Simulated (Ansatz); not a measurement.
# CHAl (singlet): from Hartree-Fock to the top rungs at distance Al1–H3 = 1.767 Å, 6-31G

An exercise on one series of results from a longer session: the logs are not shown, and one member is left open.

Program: Ansatz 0.2.0, Gaussian basis. Level of theory: 6-31G, core rule «outside noble gas», up to 6 orbitals frozen. These are calculated values, not measurements.

To be run: UHF; CCSD(T) on RHF; CCSD(T) on UHF; BCCD(T) on RHF; CISD; CCSDT(Q) on RHF; CCSDT(Q) on UHF; CISDTQ; CCSDTQ on RHF; CASSCF and MRCISD+Q, 2 electrons in 2 orbitals; CASSCF and NEVPT2, 2 electrons in 2 orbitals; CASSCF and MRCISD+Q, 8 electrons in 9 orbitals; CASSCF and MRCISD+Q(relaxed), 8 electrons in 9 orbitals; CASSCF and NEVPT2, 8 electrons in 9 orbitals; Full CI.

17 further runs of the same task are left out: 2 for a mislabelled method, 11 that didn't finish, 4 set aside as unsound or not needed.

### The geometry

The geometry derives from a PBE0/def2-TZVP stationary point (not a proven minimum). One bond is set to the value named and the two fragments are kept rigid.

3 atoms, charge 0, spin multiplicity 1.

Atoms are counted from 1 here; the program's logs count them from 0.

Bond lengths: Al1–C2 1.924 Å, Al1–H3 1.767 Å. Angles: C2–Al1–H3 180.0°.

The first run:

in.yaml

```yaml
crystal:
  periodic: [false, false, false]
  atoms:
    - {symbol: Al, position_ang: [0.000000, 0.000000, 0.052176]}
    - {symbol: C, position_ang: [0.000000, 0.000000, -1.871353]}
    - {symbol: H, position_ang: [0.000000, 0.000000, 1.819176]}
basis:
  gaussian: {orbitals: 6-31G}
magnetization: {spin_polarized: true, initial_magnetization: 0}
hamiltonian: {xc: hf}
output: {orbitals: {seedname: orbitals}}
```

Run with:

```sh
ansatz run in.yaml --threads 1 --pin off --events-out ev --progress --plain --max-ram 2393MiB
```

Steps of the session up to this table: UHF; CCSD(T) on RHF; CCSD(T) on UHF; BCCD(T) on RHF; CISD; CCSDT(Q) on RHF; CCSDT(Q) on UHF; CISDTQ; CCSDTQ on RHF; CASSCF and MRCISD+Q, 2 electrons in 2 orbitals; CASSCF and NEVPT2, 2 electrons in 2 orbitals; CASSCF and MRCISD+Q, 8 electrons in 9 orbitals; CASSCF and MRCISD+Q(relaxed), 8 electrons in 9 orbitals; CASSCF and NEVPT2, 8 electrons in 9 orbitals; Full CI.

One table of the session follows, with a row left open; its other results are not shown here.

```
                   method  from FCI (meV)
                      RHF         +4227.9
                     RMP2         +1112.8
                     CISD          +630.5
                    RCCSD          +320.1
                 RCCSD(T)          +130.5
                  BCCD(T)          +138.7
                   RCCSDT           +84.2
                   CISDTQ           +74.8
                RCCSDT(Q)               ?
                  RCCSDTQ            +6.3
           CASSCF valence          +925.6
           NEVPT2 valence          +254.1
           MRCISD valence           +29.3
         MRCISD+Q valence            +9.8
MRCISD+Q(relaxed) valence            -4.0
                      FCI               0
```

Q: Estimate the row for RCCSDT(Q) from the others.

The run gave: from FCI (meV): +35.5. In the column «from FCI (meV)» it lies between MRCISD valence (+29.3) and CISDTQ (+74.8).

Left out of the table: CASSCF pair, NEVPT2 pair, MRCISD pair, MRCISD+Q pair (the active space lost an orbital or holds another state than full CI finds).

To keep in mind: The report flags that the cluster equations may have other roots. Left out of the table: UHF, UMP2, UCCSD, UCCSD(T), UCCSDT, UCCSDT(Q) (another determinant or state than the rows shown). The program flags RCCSDTQ as in doubt, so those rows may rest on another solution; read them beside their warnings. MRCISD+Q(relaxed) valence falls below full CI: the +Q correction isn't variational, and the cores differ from full CI's. Warnings in the runs' records: passed over end.
